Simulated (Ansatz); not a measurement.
Stretch profile

SiH2O2 (SMILES O[Si]O), closed shell, at its PBE0-D4/def2-TZVP minimum:

```xyz
5
angstrom
O -1.4432 -0.1056 -0.2750
Si -0.2120 -0.7913 0.5677
O 1.0360 0.1875 0.0686
H -1.2319 0.6489 -0.8361
H 1.9011 -0.0131 0.4334
```

The bond length Si2–O3 (1.663 Å at the minimum) is set to the values below, the two halves moving rigidly along the bond. Each method's energies count from its own value at the PBE0-D4 minimum structure. Program: Ansatz 0.2.0. Basis: def2-TZVPP. Cores are frozen in the correlated methods. B3LYP uses VWN-RPA correlation.

| bond length (Å) | CCSD(T) (eV) | r2SCAN-D4 (eV) | PBE-D4 (eV) | PBE0-D4 (eV) |
| --- | --- | --- | --- | --- |
| 1.463 | 0.877 | 0.852 | 0.950 | 0.831 |
| 1.521 | 0.399 | 0.386 | 0.456 | 0.371 |
| 1.606 | 0.058 | 0.056 | 0.084 | 0.050 |
| 1.705 | 0.019 | 0.019 | -0.002 | 0.023 |
| 1.814 | ? | 0.229 | 0.159 | 0.246 |
| 1.933 | ? | 0.614 | 0.493 | 0.645 |
| 2.058 | ? | 1.092 | 0.922 | 1.137 |
| 2.190 | 1.696 | 1.613 | 1.399 | 1.676 |
| 2.328 | 2.256 | 2.141 | 1.887 | 2.224 |

(1) Fill in the withheld CCSD(T) values. (To be estimated.)

(1) The calculation gives: 0.239 eV at 1.814 Å; 0.642 eV at 1.933 Å; 1.145 eV at 2.058 Å. These count from the CCSD(T) energy at the PBE0-D4 minimum.

Minimum and curvature along this coordinate at CCSD(T): A fifth-order fit through the nearest points gives 1.666 Å, with a curvature of about 28 eV/Å².

Problem. Treat the two halves as rigid bodies and work out the harmonic wavenumber of this stretch from that curvature (ν̃ = 521.5 √(k/μ) cm⁻¹ with k in eV/Å² and μ in u).

Solution. The halves weigh 45.09 and 17.01 u, so μ = 45.09 × 17.01/62.10 = 12.351 u and ν̃ = 521.5 √(28/12.351) ≈ 790 cm⁻¹. A true normal mode mixes in other motions, so this is a guide only.

Largest difference from the CCSD(T) curve over the scan: B3LYP-D4 0.184; wB97M-V 0.029; HF 0.364; MP2 0.018 eV. Each curve counts from its own value at the minimum.

T1 diagnostic: at most 0.023.

For scale, one of the runs: CCSD(T)/def2-TZVPP, 132 basis functions (an equivalent command: `ansatz run in.yaml --threads 2`). The run took 10 s on 2 CPU threads (shared host), with 0.67 GiB of host memory at its peak.
